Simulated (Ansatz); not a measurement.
# Bi (Bi, A7 rhombohedral): the cost of one run

Method: DFT PBE, plane waves with PAW, scalar-relativistic, in Ansatz 0.2.0.

### 1 The structure to begin with

The structure is trigonal, space group R-3m (No. 166). The conventional cell has a = 4.585 Å, b = 4.585 Å, c = 12.140 Å, α = 90.00°, β = 90.00°, γ = 120.00°. Bi (site symmetry 3m) is surrounded by 3 Bi at 3.11 Å.

Coordinates:

```cif
data_structure
_symmetry_space_group_name_H-M 'R-3m:H'
_symmetry_Int_Tables_number 166
_cell_length_a 4.5849
_cell_length_b 4.5849
_cell_length_c 12.1403
_cell_angle_alpha 90.000
_cell_angle_beta 90.000
_cell_angle_gamma 120.000
_cell_volume 221.01
loop_
_atom_site_label
_atom_site_type_symbol
_atom_site_symmetry_multiplicity
_atom_site_Wyckoff_symbol
_atom_site_fract_x
_atom_site_fract_y
_atom_site_fract_z
_atom_site_occupancy
Bi1 Bi 6 c 0.33333 0.66667 0.90038 1
```

### 2 With a width of 0.01 eV

The run at 0.01 eV.

The input, input.yaml:

```yaml
crystal:
  lattice:
    - [2.2924582305, 1.3235513765, 4.0467531177]
    - [-2.2924582305, 1.3235513765, 4.0467531177]
    - [0.0, -2.647102753, 4.0467531177]
  atoms:
    - { symbol: Bi, position: [0.2337113826, 0.2337113826, 0.2337113826] }
    - { symbol: Bi, position: [0.7662886174, 0.7662886174, 0.7662886174] }
hamiltonian:
  xc: pbe
  pseudopotentials:
    kind: paw
    azcp:
      Bi: "pseudopotentials/Bi.paw.azcp"
basis:
  ecutwfc: 420
  fft_grid_basis: typed
kpoints:
  mp_grid: { grid: [8, 8, 8], shift: [0, 0, 0] }
magnetization:
  spin_polarized: false
scf:
  occupations: { method: fermi_dirac, width: 0.01 }
  lower_state_search: "off"
output:
  stress: true
  write_density: true
  write_potential: true
  elf: true
  volumetric_format: npy
```

Command:

```bash
> ansatz run input.yaml --threads 1 --pin off --max-ram 3584MiB --backend cpu --events-out ev --progress --plain --runs-dir out
```

**Question.** How long does this run take on 1 thread of Intel Xeon Platinum 8259CL at 2.50GHz (Skylake/Cascade Lake), shared host, and how much memory does it need?

About 8.8 s, with a peak of 0.56 GiB.
